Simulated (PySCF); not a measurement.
Calculation: PBE-D3(BJ)/def2-TZVP // B3LYP-D3(BJ)/def2-TZVP in PySCF. All species are isolated molecules in the gas phase. 

Reference species (SMILES): `CNC#N` (neutral, multiplicity 1).

```yaml
S1 oscillator strength: 0.002
HOMO: -6.15 eV
HOMO–LUMO gap: 5.58 eV
```

Changed species: `C#N` (X = H; the reference has X = methylamino).

Q: Give the shifts of the S1 oscillator strength, HOMO and HOMO–LUMO gap.

A: the S1 oscillator strength is nearly the same; the HOMO falls by 2.89 eV, to -9.04 eV; the HOMO–LUMO gap increases by 2.60 eV, to 8.18 eV.
